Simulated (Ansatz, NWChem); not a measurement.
## Strength of the O–H bond: CH3O → H2CO + H

Species: CH3O (hydroxymethyl radical) `[CH2]O`, doublet; H2CO (formaldehyde) `C=O`, singlet; H atom, doublet. 

Shapes, held fixed at every level: PBE0-D4/def2-TZVP. Flexible molecules stand in one conformer, not always the lowest. Programs: Ansatz 0.2.0, NWChem 7.3.0. A level may come from different programs for different species; with the same settings they agree closely. The zero-point and thermal change to 298 K, harmonic and unscaled (PBE0-D4/def2-TZVP), is -23.3 kJ/mol.

```
               level                    kind  ΔH(298 K) (kJ/mol)  less CCSD(T)/CBS estimate
         HF/def2-SVP            Hartree–Fock              +106.8                      -20.3
     BLYP/def2-TZVPP                     GGA              +119.0                       -8.1
  r2SCAN0/def2-TZVPP           global hybrid              +153.8                      +26.7
    wB97X/def2-TZVPP  range-separated hybrid              +131.3                       +4.2
 PBE-QIDH/def2-TZVPP           double hybrid              +132.9                       +5.8
    CCSD(T)/def2-SVP   coupled cluster or CI               +99.8                      -27.3
     CCSD/def2-TZVPP   coupled cluster or CI              +127.7                       +0.6
CCSD(T)/CBS estimate   coupled cluster or CI              +127.1                        0.0
```

The highest level, CCSD(T)/CBS estimate, gives ΔH(298 K) = +127.1 kJ/mol; the levels span +99.8 to +153.8. A fragment pairs its electrons up again, so this isn't a typical strength of such a bond. The column of differences is taken from that level and isn't an error. No measured value is set beside it here. Open shells run unrestricted unless RO is named. The CBS estimate extrapolates MP2 from def2-TZVPP and def2-QZVPP and adds CCSD(T) − MP2 in the triple-zeta set, cores frozen.
